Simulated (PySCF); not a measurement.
Species: tricarbon monoxide, C3O (singlet state).
Numbering: `[C:1]=[C:2]=[C:3]=[O:4]`

A linear-response calculation (PySCF, def2-SVPD basis, gas phase, vertical, core orbitals frozen in the response) gave these numbers; the functional is withheld.

Orbital energies (eV): HOMO-3 -16.74, HOMO-2 -11.37, HOMO-1 -11.37, HOMO -10.96, LUMO -1.35, LUMO+1 -1.35, LUMO+2 1.85.

```tsv
state	E (eV)	f	main configurations (H = HOMO, L = LUMO)
S1	4.13	0.0000	H-2/H-1→L/L+1 (≥87%)
S2	4.37	0.0000	H-2/H-1→L/L+1 (100%)
S3	4.37	0.0000	H-2/H-1→L/L+1 (100%)
S4	4.60	0.018	H→L/L+1 (99%)
S5	4.60	0.018	H→L/L+1 (99%)
S6	8.12	1.349	H-2/H-1→L/L+1 (≥75%)
```

Triplets, Tamm–Dancoff:

```
state  E (eV)  λ (nm)  main configurations (H = HOMO, L = LUMO)
   T1    3.21   386.7                            H→L/L+1 (≥94%)
   T2    3.21   386.7                            H→L/L+1 (≥94%)
   T3    3.46   358.6                      H-2/H-1→L/L+1 (≥86%)
```

Vertical ionisation energy by ΔSCF with the same functional: 11.08 eV. Mean static polarisability: 38.8 au.

Orbitals of the list HOMO-3 to LUMO+2 that lie within 0.01 eV of each other are written together with a slash and their weights summed (≥ marks a lower bound); for degenerate orbitals outside that list single weights are arbitrary.

**Question.** Which of these was used?
A. HF
B. PBE
C. wB97X-D
D. B3LYP

**Answer.** C. wB97X-D is range-separated, 22% exact exchange at short range and 100% at long range (ω = 0.2 bohr⁻¹). In this run −ε(HOMO) = 10.96 eV differs from the ΔSCF value by -0.12 eV, and S1 differs from the orbital gap of 9.61 eV by -5.48 eV. The ratio −ε(HOMO)/IP is 0.99. Small neutral molecules mostly give 0.89 to 0.99 with wB97X-D, 0.5 to 0.7 with PBE, 0.67 to 0.83 with B3LYP; Hartree–Fock can't fall below 1, since the ion's relaxation only lowers the ΔSCF value.

Level of theory: TDDFT wB97X-D/def2-SVPD, vertical, gas phase, core orbitals frozen in the response (PySCF). Isolated species at its PBE0-D3(BJ)/def2-SVP geometry, gas phase.
